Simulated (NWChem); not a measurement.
System: SiO cation, doublet; SMILES of the neutral closed-shell parent O=[Si]

Parts of the log:

```
             Northwest Computational Chemistry Package (NWChem) 7.3.0
             --------------------------------------------------------

                             Geometry "geometry" -> ""
                             -------------------------

 Output coordinates in angstroms (scale by  1.889725989 to convert to a.u.)

  No.       Tag          Charge          X              Y              Z
 ---- ---------------- ---------- -------------- -------------- --------------
    1 Si                  14.0000     0.00000000     0.00000000     0.56662800
    2 O                    8.0000     0.00000000     0.00000000    -0.97180700

 Effective nuclear repulsion energy (a.u.)      38.5247682794

  pbe96 is a nonlocal functional; adding pw91lda local functional.

                                 NWChem DFT Module
                                 -----------------

 Summary of "ao basis" -> "ao basis" (spherical)
 ------------------------------------------------------------------------------
       Tag                 Description            Shells   Functions and Types
 ---------------- ------------------------------  ------  ---------------------
 Si                         def2-svp                 8       18   4s3p1d
 O                          def2-svp                 6       14   3s2p1d

 in cosmo_initialize ...
 calling solv_data for solv:acetntrl

 solvent parameters
 solvname_short: acetntrl
 solvname_long:  acetonitrile
 dielec:       35.6880
 dielecinf:     1.8069
 nonaqueous SMD model solvent descriptors
 dielec:       35.6880
 sola:          0.0700
 solb:          0.3200
 solc:          0.0000
 solg:         41.2500
 solh:          0.0000
 soln:          1.3442

          ---------------
          -cosmo- solvent
          ---------------
 Cosmo: York-Karplus, doi: 10.1021/jp992097l
 dielectric constant -eps-     =  35.69
 screen = (eps-1)/(eps    )    =   0.97198
 surface charge correction     = lagrangian

   van der Waals surface
 --------------------------

 ---------- ATOMIC COORDINATES (A.U.) ------------ VDWR(ANG.) --
     1    0.00000000    0.00000000    1.07077166     2.470
     2    0.00000000    0.00000000   -1.83644894     2.168
 number of segments per atom =        128
 number of   points per atom =        128
 atom (   nspa,  nppa )
 ----------------------
    1 (    100,     0 )       0
    2 (     80,     0 )       0
 number of -cosmo- surface points =      180
 molecular surface =     90.051 angstrom**2
 molecular volume  =     71.509 angstrom**3
 -lineq- algorithm             =   0
 -bem- low  level              =   3
 -bem- from -octahedral-
 gaussian surface charge width =   4.50000
 degree of switching           =   1.00000
 switching function tolerance  =   0.00010
 atomic radii =
 --------------
    1 14.000  2.470
    2  8.000  2.168
 ...... end of -cosmo- initialization ......

 nat:                     2
 ixmem:                   309
 calling mnsol_interface()
 G(SMD-CDS) energy (kcal/mol)  =    -0.849
 SMD-CDS SASA (angstrom**2)    =    86.831

            General Information
            -------------------
          SCF calculation type: DFT
          Wavefunction type:  spin polarized.
          No. of atoms     :     2
          No. of electrons :    21
           Alpha electrons :    11
            Beta electrons :    10
          Charge           :     1
          Spin multiplicity:     2
          Use of symmetry is: off; symmetry adaption is: off
          Maximum number of iterations: 150
          AO basis - number of functions:    32
                     number of shells:    14
          Convergence on energy requested:  1.00D-06
          Convergence on density requested:  1.00D-05
          Convergence on gradient requested:  5.00D-04

              XC Information
              --------------
          PerdewBurkeErnzerhof Exchange Functional  1.000
            Perdew 1991 LDA Correlation Functional  1.000 local
           PerdewBurkeErnz. Correlation Functional  1.000 non-local

[...]

                                COSMO-SMD solvation results
                                ---------------------------

             internal energy in gas <Psi(g)|H|Psi(g)> =      -363.931577433177
         internal energy in solvent <Psi(s)|H|Psi(s)> =      -363.929469046031
                               delta internal energy  =         0.002108387145 (    1.32 kcal/mol)
   total free energy in solvent <Psi(s)|H+V/2|Psi(s)> =      -364.039185029719
 polarization energy contribution <Psi(s)|V/2|Psi(s)> =        -0.109715983687 (  -68.85 kcal/mol)
    total free energy in solvent including G(SMD-CDS) =      -364.040537506366
                       G(SMD-CDS) energy contribution =        -0.001352476647 (   -0.85 kcal/mol)
     1 M fixed-concentration free energy of solvation =        -0.108960073189 (  -68.37 kcal/mol)

                    DFT Final Alpha Molecular Orbital Analysis
                    ------------------------------------------

 Vector    9  Occ=1.000000D+00  E=-4.171141D-01
              MO Center=  6.1D-12,  3.4D-11,  2.5D-01, r^2= 2.1D+00
   Bfn.  Coefficient  Atom+Function         Bfn.  Coefficient  Atom+Function
  ----- ------------  ---------------      ----- ------------  ---------------
     3      0.499643  1 Si s                 24     -0.450027  2 O  pz
    10      0.380999  1 Si pz                 2      0.252355  1 Si s
    27     -0.248702  2 O  pz                 4      0.217087  1 Si s
     7     -0.187859  1 Si pz                13      0.145158  1 Si pz
    21      0.095317  2 O  s                 16     -0.049159  1 Si d  0

 Vector   10  Occ=1.000000D+00  E=-4.097230D-01
              MO Center= -2.3D-11, -3.0D-11, -7.2D-01, r^2= 9.6D-01
   Bfn.  Coefficient  Atom+Function         Bfn.  Coefficient  Atom+Function
  ----- ------------  ---------------      ----- ------------  ---------------
    23      0.469209  2 O  py                22      0.357203  2 O  px
    26      0.300057  2 O  py                25      0.228429  2 O  px
     9      0.187250  1 Si py                 8      0.142551  1 Si px
    12      0.121617  1 Si py                 6     -0.093897  1 Si py
    11      0.092586  1 Si px                 5     -0.071482  1 Si px

 Vector   11  Occ=1.000000D+00  E=-4.097230D-01
              MO Center=  2.8D-11, -2.1D-11, -7.2D-01, r^2= 9.6D-01
   Bfn.  Coefficient  Atom+Function         Bfn.  Coefficient  Atom+Function
  ----- ------------  ---------------      ----- ------------  ---------------
    22      0.469209  2 O  px                23     -0.357203  2 O  py
    25      0.300057  2 O  px                26     -0.228429  2 O  py
     8      0.187250  1 Si px                 9     -0.142551  1 Si py
    11      0.121617  1 Si px                 5     -0.093897  1 Si px
    12     -0.092586  1 Si py                 6      0.071482  1 Si py

 Vector   12  Occ=0.000000D+00  E=-1.987435D-01
              MO Center=  4.9D-13, -2.2D-13,  5.1D-01, r^2= 2.2D+00
   Bfn.  Coefficient  Atom+Function         Bfn.  Coefficient  Atom+Function
  ----- ------------  ---------------      ----- ------------  ---------------
     9      0.438645  1 Si py                12      0.438720  1 Si py
     8      0.332885  1 Si px                11      0.332942  1 Si px
    23     -0.248655  2 O  py                26     -0.208076  2 O  py
     6     -0.194104  1 Si py                22     -0.188703  2 O  px
    25     -0.157908  2 O  px                 5     -0.147304  1 Si px

 Vector   13  Occ=0.000000D+00  E=-1.987435D-01
              MO Center= -2.2D-12,  2.6D-12,  5.1D-01, r^2= 2.2D+00
   Bfn.  Coefficient  Atom+Function         Bfn.  Coefficient  Atom+Function
  ----- ------------  ---------------      ----- ------------  ---------------
     8      0.438645  1 Si px                11      0.438720  1 Si px
     9     -0.332885  1 Si py                12     -0.332942  1 Si py
    22     -0.248655  2 O  px                25     -0.208076  2 O  px
     5     -0.194104  1 Si px                23      0.188703  2 O  py
    26      0.157908  2 O  py                 6      0.147304  1 Si py

 Vector   14  Occ=0.000000D+00  E=-6.025637D-02
              MO Center= -1.5D-12,  1.0D-12,  4.5D-01, r^2= 2.7D+00
   Bfn.  Coefficient  Atom+Function         Bfn.  Coefficient  Atom+Function
  ----- ------------  ---------------      ----- ------------  ---------------
    13      0.877628  1 Si pz                21      0.566275  2 O  s
     4     -0.543503  1 Si s                 10      0.320529  1 Si pz
    16      0.302980  1 Si d  0              24      0.223844  2 O  pz
    27      0.176436  2 O  pz                20      0.170721  2 O  s
     7     -0.141518  1 Si pz                 2     -0.100910  1 Si s

                     DFT Final Beta Molecular Orbital Analysis
                     -----------------------------------------

 Vector    8  Occ=1.000000D+00  E=-4.922595D-01
              MO Center=  7.7D-12, -1.5D-11, -2.7D-01, r^2= 1.7D+00
   Bfn.  Coefficient  Atom+Function         Bfn.  Coefficient  Atom+Function
  ----- ------------  ---------------      ----- ------------  ---------------
     3      0.758539  1 Si s                  2      0.404206  1 Si s
    24      0.379259  2 O  pz                21     -0.303263  2 O  s
    20     -0.248579  2 O  s                 27      0.184624  2 O  pz
    19     -0.118175  2 O  s                  4      0.074687  1 Si s
     1      0.063547  1 Si s                 10     -0.047850  1 Si pz

[...]
```

Level: PBE/def2-SVP, spin-unrestricted, SMD on the gas-phase geometry. All runs use the structure optimised with B3LYP/6-31G* (spherical d), spin-unrestricted. This spin state was assumed; another may lie lower. No stability test was run on the SCF state. Solvent: acetonitrile.

Task: Reconstruct the input file.

Result: This is not unique; one that fits is the input that was run:
```
start job
memory heap 200 mb stack 900 mb global 1100 mb
charge 1
geometry units angstroms noautosym nocenter noautoz
  Si     0.000000     0.000000     0.566628
  O      0.000000     0.000000    -0.971807
end
basis spherical
  Si library def2-svp
  O library def2-svp
end
dft
  odft
  mult 2
  xc xpbe96 cpbe96
  iterations 150
end
cosmo
  do_cosmo_smd true
  solvent acetntrl
end
task dft energy
```
